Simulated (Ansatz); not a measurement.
in.yaml

```yaml
crystal:
  periodic: [false, false, false]
  atoms:
    - {symbol: Al, position_ang: [0.000000, 0.000000, 0.000000]}
    - {symbol: N, position_ang: [0.000000, 0.000000, 1.406000]}
basis:
  gaussian: {orbitals: 6-31G}
magnetization: {spin_polarized: true, initial_magnetization: 2}
hamiltonian: {xc: {name: B3LYP}}
```

```sh
$ ansatz run in.yaml --threads 1 --pin off --events-out ev --progress --plain --max-ram 2393MiB
```

Roughly how long does this take on 1 thread of Arm Neoverse V1, shared host, and how much host memory?

0.78 s wall and 0.16 GiB.

```
275 factors; integrals over basis functions are off by at most 1.0e-4 eV
mean field evaluation 1: about -8068.3249 eV, gradient 4.2e1 eV
mean field evaluation 2: about -7984.4699 eV, gradient 9.7e1 eV
mean field evaluation 4: about -8078.2078 eV, gradient 6.5e0 eV
mean field evaluation 8: about -8078.5259 eV, gradient 9.8e-2 eV
mean field evaluation 16: about -8078.5365 eV, gradient 4.6e-5 eV
mean field -8078.53647925 eV, -296.8807397837 hartree, gradient 2.6e-6 eV, S^2 2.007653; 1 other end points of the search recorded, 0 dependent functions left out
reference -8078.53665402 eV, -296.8807462064 hartree; 11, 9 occupied and 11, 13 virtual orbitals, 275 factors
Total energy: -8078.53665402 eV, -296.8807462064 hartree
```
